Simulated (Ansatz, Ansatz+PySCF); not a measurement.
```yaml
atoms:
  - { symbol: Si, position_ang: [0.0000, 0.0000, 0.0000] }
  - { symbol: H, position_ang: [0.7929, 0.7929, 0.7929] }
  - { symbol: H, position_ang: [0.7929, -0.7929, -0.7929] }
  - { symbol: H, position_ang: [-0.7929, 0.7929, -0.7929] }
  - { symbol: H, position_ang: [-0.7929, -0.7929, 0.7929] }
```

RHF on singlet SiH₄ was run in several spherical basis sets with Ansatz (development build ahead of 0.2.0).

Rank the basis sets by the total energy that they give, lowest first, with the distance from the lowest.
A. def2-SVP
B. cc-pVTZ
C. STO-3G
D. cc-pVDZ
E. 6-31G(d)
F. 6-31G
G. def2-TZVP

B (0.00 eV), G (0.05 eV), D (0.56 eV), E (0.99 eV), F (2.48 eV), A (2.95 eV), C (90.61 eV).

Totals follow the description of the cores as much as that of the bonds, so this order isn't one of quality for chemistry.
